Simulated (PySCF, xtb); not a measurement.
water (H2O), SMILES O.

GFN2-xTB (xtb) at its own geometry gives an orbital gap of 14.39 eV and a dipole moment of 2.22 D.

Coordinates come from a B3LYP-D3(BJ)/def2-TZVPD optimisation.

Task: What does B3LYP/def2-TZVPD run with PySCF give? (The exact figures need the calculation; the answer reports its results.)

Result: gap 8.52 eV (levels -8.81 and -0.29 eV), dipole 1.85 D.
